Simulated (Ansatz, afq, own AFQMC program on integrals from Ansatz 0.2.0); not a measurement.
## PtH$_{2}$O, singlet in def2-SVP, levels against CCSDT(Q)

```yaml
atoms:
  - { symbol: Pt, position_ang: [0.0043, 0.0000, 0.1558] }
  - { symbol: O, position_ang: [-0.0988, 0.0000, -1.6624] }
  - { symbol: H, position_ang: [0.3669, -0.6956, -1.8836] }
  - { symbol: H, position_ang: [0.3669, 0.6956, -1.8836] }
```

Connectivity, by distances: Pt–OH2.

Basis def2-SVP with its core potentials. Noble-gas cores (and the filled d shells of Ga–Kr and In–Xe) are frozen. AFQMC by an in-house program on the Cholesky factors that Ansatz 0.2.0 writes for its CCSD(T) run. The CISD trial takes its coefficients from CCSD amplitudes. Released means that phaseless walkers are propagated on without the constraint, phases kept. Error bars are statistical, one sigma. No spin–orbit coupling. The metal's outer-core s and p shells are frozen, which shifts wave-function levels against functionals.

Determinant: RHF, the one that the program's search chose, which needn't be the lowest solution. The geometry is a point of a scan.

No full CI on the walks' own integrals is used here; CCSDT(Q) serves as the reference and is uncertain by about the last step of the cluster series.

Cautions: no spin-orbit coupling; outer-core shells of the metal frozen; higher spins were not checked; restricted determinant unstable towards unrestricted (UHF 22 meV lower, ⟨S²⟩ 0.23); the released energies are still falling, so no released level is given (meV from the phaseless value at times in 1/Eh: -8 ± 8 at 0.24, -4 ± 8 at 0.60, -10 ± 7 at 1.20, -25 ± 10 at 1.80, -35 ± 15 at 2.60).

- T1 diagnostic: 0.0141
- weight of the determinant in the CISD state: 0.866
- size of the correlated space: 18 electrons in 51 orbitals

| level | correlation energy (eV) |
| --- | --- |
| MP2 | -12.4746 |
| CCSD | -12.3073 |
| CCSD(T) | -12.6069 |

(1) Estimate where phaseless AFQMC with a CISD trial lies against CCSD(T) on the same integrals.

(1) 0.67 ± 0.11 kcal/mol below CCSD(T).

Reference: CCSDT(Q), correlation energy -12.633 eV.

| level | E − E(reference) (kcal/mol) | share of correlation (%) |
| --- | --- | --- |
| CCSD(T) | 0.60 | 99.80 |
| CCSDT | 0.48 | 99.83 |
| ph-AFQMC/CISD | -0.07 ± 0.11 | 100.03 |

A walk keeps the symmetry of its determinant, which the program's search chose and which needn't be the lowest solution, so a lower state of the same spin and another symmetry isn't excluded.
